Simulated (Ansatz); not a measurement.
We consider 1T (CdI2-type) PtS2, described by PBE-D3(BJ) (PAW; Ansatz, an electronic-structure program).

Output (set-up and result lines):

```
Relaxation: its limit of steps is 80 (relax.max_steps)
Crystal: 3 atoms, lattice volume = 53.923 Å³
Basis set: ecut = 520 eV, 1433 PW (Γ), exchange–correlation on 54×54×72 points (8 copies of the dense FFT grid, shifted against one another)
Bands: 19, of which v1, the nominal top of the filled ones, is band 15 counted from 1 (14 counted from 0)
Symmetry: 12 space group operations
Space group: P-3m1 (ITA 164), of the structure as read, at distance tolerance 3.8e-5 Å
k-points: 131 of 1152
Functional: x = pbe(κ = 0.804, μ = 0.2195149727645171), c = pbe(β = 0.06672455060314922)
SCF iter   1: F=—  HF=-14329.434086 eV  |F-HF|=—  |Δ(HF+E_count)|=         —  Δρ=3.42e-3  dr2=3.69e-3
SCF iter   2: F=—  HF=-14329.434740 eV  |F-HF|=—  |Δ(HF+E_count)|=   6.54e-4  Δρ=1.62e-3  dr2=8.28e-4
  ...
SCF 1 converged in 6 iterations: F = -14329.434980 eV  dr2 = 4.38e-9
Crystal: 3 atoms, lattice volume = 53.923 Å³
Basis set: ecut = 520 eV, 1421 PW (Γ), exchange–correlation on 54×54×72 points (8 copies of the dense FFT grid, shifted against one another)
Initial density: handed on by an earlier stage of this run
SCF 2 converged in 6 iterations: F = -14329.460555 eV  dr2 = 2.64e-9
Crystal: 3 atoms, lattice volume = 53.923 Å³
Basis set: ecut = 520 eV, 1471 PW (Γ), exchange–correlation on 54×54×72 points (8 copies of the dense FFT grid, shifted against one another)
SCF 3 converged in 6 iterations: F = -14329.462238 eV  dr2 = 6.32e-10
Crystal: 3 atoms, lattice volume = 53.923 Å³
SCF 4 converged in 6 iterations: F = -14329.462240 eV  dr2 = 6.91e-13
Crystal: 3 atoms, lattice volume = 53.923 Å³
Basis set: ecut = 520 eV, 1471 PW (Γ), exchange–correlation on 54×54×80 points (8 copies of the dense FFT grid, shifted against one another)
SCF iter   8: F=-14329.462243 eV  HF=-14329.462243 eV  |F-HF|=1.82e-12  |Δ(HF+E_count)|=  3.64e-12  Δρ=5.93e-10  dr2=2.08e-16
SCF iter   9: F=-14329.462243 eV  HF=-14329.462243 eV  |F-HF|=3.64e-12  |Δ(HF+E_count)|=  3.64e-12  Δρ=1.14e-10  dr2=1.05e-17
SCF 5 converged in 9 iterations: F = -14329.462243 eV  dr2 = 1.05e-17
SCF converged after 9 iterations
Free energy (F): -14329.462243 eV
Internal energy: -14329.462243 eV  (E = F + TS)
E sigma→0 (E₀):  -14329.462243 eV
Fermi energy:    11.714075 eV
--- Forces (eV/Å), atoms counted from 1 ---
  atom   1  Pt    -0.00000000     0.00000000     0.00000000
  atom   2  S     -0.00000000    -0.00000000     0.00035147
  atom   3  S      0.00000000     0.00000000    -0.00035147
--- Stress (GPa, compression-positive) ---
       -1.185358      -0.000000       0.000000
       -0.000000      -1.185358      -0.000000
        0.000000      -0.000000      -1.182769
  P = ⅓ Tr σ = -1.1845 GPa (-11.845 kbar)
```

Task: Write an input file that could have produced this run (the log leaves some choices open).

Result: One answer among several that fit: 
Ansatz 0.2 input:
```yaml
crystal:
  lattice:
    - [1.8151059909, -3.1438557973, 0.0]
    - [1.8151059909, 3.1438557973, 0.0]
    - [0.0, 0.0, 4.7247246891]
  atoms:
    - { symbol: Pt, position: [0.0, 0.0, 0.0] }
    - { symbol: S, position: [0.3333333333, 0.6666666667, 0.2586716974] }
    - { symbol: S, position: [0.6666666667, 0.3333333333, 0.7413283026] }
basis:
  ecutwfc: 520
  ecutrho_ratio: 4
  xc_grid: 2
kpoints:
  mp_grid: { grid: [12, 12, 8] }
hamiltonian:
  xc: pbe
  dispersion: d3bj
  pseudopotentials: { kind: paw }
scf:
  occupations: { method: fermi_dirac, width: 0.01 }
output:
  forces: true
  stress: true
  eigenvalues: true
relax:
  f_tol: 0.004
  escape_saddle: false
  max_steps: 80
  cell: { stress_tol: 0.02, fix: [volume] }
```

The cell is one volume of an energy–volume scan, off the minimum.

The result took roughly 28 core-seconds.
